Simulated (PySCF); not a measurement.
Compound: chlorine oxoborane, BClO.
Structure used (PBE0-D3(BJ)/def2-SVP), in Å, numbered top down from 1:
```xyz
3
BClO angstrom
O     -1.3578    0.1082   -0.0136
B     -0.1534    0.1025   -0.0090
Cl     1.5342    0.0946   -0.0025
```

Level of theory: PySCF, PBE0-D3(BJ)/def2-SVP geometry optimisation, gas phase.

Masses are those of the commonest isotopes; rigid-rotor values at the optimised geometry. 

(1) What are the moment of inertia and the rotational constant?

(2) List the first levels of a rigid rotor in a Σ state.

(3) Where do the first rotational lines fall?

(4) Estimate the classical rotational partition function at 10 K, 25 K and 100 K.

Results:

(1) I = 97.300 u·Å², B = 505379 MHz·u·Å²/I = 5194 MHz (0.1733 cm⁻¹, or 0.249 K as hB/k).

(2) E(J) = BJ(J+1): J = 1: 0.347, J = 2: 1.040, J = 3: 2.079, J = 4: 3.465, J = 5: 5.198, J = 6: 7.277 cm⁻¹.

(3) The dipole is 2.48 D; J+1 ← J lies at 2B(J+1): 1 ← 0 at 10.39 GHz, 2 ← 1 at 20.78 GHz, 3 ← 2 at 31.16 GHz, 4 ← 3 at 41.55 GHz, 5 ← 4 at 51.94 GHz, 6 ← 5 at 62.33 GHz.

(4) Point group C∞v, symmetry number σ = 1; q = kT/(σhB), k/h = 20836.6 MHz/K: 40.1 at 10 K, 100 at 25 K, 401 at 100 K.

No PBE0-D3(BJ)/def2-SVP frequencies stand behind this structure, so it isn't proved a minimum. No vibrational averaging or centrifugal distortion is included, and the geometry carries the error of its method.
